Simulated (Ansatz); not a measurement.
Process, species as SMILES: P (PH3) → 3 H atom + P atom
B3LYP-D3(BJ)/def2-TZVP geometries, fixed; electronic energies without zero-point terms.

Energies in hartree at MP2 with Ansatz (an electronic-structure program); the atomisation energy is their sum with the coefficients shown, times 627.509 kcal/mol a hartree. All functions are spherical. Cores are frozen. Open shells are unrestricted. No added dispersion term, no relativity.

| species | coefficient | part | cc-pV(D+d)Z | cc-pV(T+d)Z | cc-pV(Q+d)Z |
|---|---|---|---|---|---|
| P (PH3) | -1 | Hartree-Fock | -342.47590 | -342.48995 | -342.49365 |
| P (PH3) | -1 | correlation | -0.13495 | -0.17005 | -0.18221 |
| H atom | +3 | Hartree-Fock | -0.49928 | -0.49981 | -0.49995 |
| P atom | +1 | Hartree-Fock | -340.70905 | -340.71631 | -340.71872 |
| P atom | +1 | correlation | -0.06452 | -0.08343 | -0.08911 |

**Question.** Predict the atomisation energy in cc-pV(5+d)Z (X = 5): let each Hartree-Fock step shrink by the ratio of the last two, and fit each correlation energy at X = 3 and 4 to E + A/X^3. Compare with the run.

**Answer.** 
- P (PH3): steps -0.01405 and -0.00370, ratio 0.263, so Hartree-Fock -342.49462 (run: -342.49439); A = (-0.17005 - (-0.18221))/(1/27 - 1/64) = 0.5679, correlation -0.18221 - A/64 + A/125 = -0.18654 (run: -0.18720).
- H atom: steps -0.00053 and -0.00014, ratio 0.264, so Hartree-Fock -0.49999 (run: -0.49999).
- P atom: steps -0.00726 and -0.00241, ratio 0.332, so Hartree-Fock -340.71952 (run: -340.71915); A = (-0.08343 - (-0.08911))/(1/27 - 1/64) = 0.2653, correlation -0.08911 - A/64 + A/125 = -0.09113 (run: -0.09178).
Predicted 232.52 kcal/mol; the run in cc-pV(5+d)Z gives 232.61, a miss of -0.09. Keeping the value in cc-pV(Q+d)Z, 231.04, would miss by -1.58. All sums are of the energies as printed.
